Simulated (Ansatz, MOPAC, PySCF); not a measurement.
System: methanol, CH₄O, net charge 0, singlet state. SMILES: OC
Structure (B3LYP-D3(BJ)/def2-TZVP (Ansatz, a first-principles code) minimum search):
```
C
H 1 1.0891
H 1 1.0957 2 108.34
H 1 1.0957 2 108.34 3 -117.92
O 1 1.4207 2 106.80 3 121.04
H 5 0.9621 1 108.72 2 -180.00
```

Wanted: enthalpy of formation at 298 K, in kcal/mol. Set-up: 6-31G* and kin with 6d, 5d where marked; non-relativistic; spin-orbit terms left out; open shells spin-unrestricted; PM7 with its own dispersion and hydrogen-bond terms; frozen cores in correlated levels; dispersion terms only where a functional's name holds one. CBS marks a two-point X^-3 extrapolation of the correlation energy; Hartree-Fock from the larger set. First-principles rows: single points at B3LYP-D3(BJ) geometries (Ansatz), with unscaled harmonic terms from B3LYP/6-31G* at its own minima, enthalpies of formation by atomisation with measured atoms. Semi-empirical rows: MOPAC heats of formation at their own minima for 298 K.

Measured values: Active Thermochemical Tables 1.112 (ions: stationary electron), as tabulated in the package chemicals; they hold spin-orbit and core effects, anharmonicity. 

Value to compare with, the measured value: -48.0 kcal/mol.

```
level                                program  enthalpy of formation at 298 K (kcal/mol)  error
----------------------------  --------------  -----------------------------------------  -----
PM6                                    MOPAC                                      -48.3   -0.3
PM7                                    MOPAC                                      -48.9   -0.9
PBE/def2-SVP                          Ansatz                                      -53.5   -5.5
BP86/def2-SVP                          PySCF                                      -61.2  -13.2
B3LYP/6-31G*                          Ansatz                                      -40.8    7.2
B3LYP/cc-pVDZ                         Ansatz                                      -35.0   13.0
r2SCAN-D4/def2-TZVPD          Ansatz + dftd4                                      -45.3    2.7
CCSD(T)/CBS(cc-pVTZ,cc-pVQZ)          Ansatz                                      -47.4    0.6
```

2 of the 6 habitual levels lie above the measured value; their mean absolute error is 6.7 kcal/mol, the median 6.3.

The levels are drawn from those run, B3LYP/6-31G* more often than the rest, none by its result; runs whose electronic state is in doubt are left out.
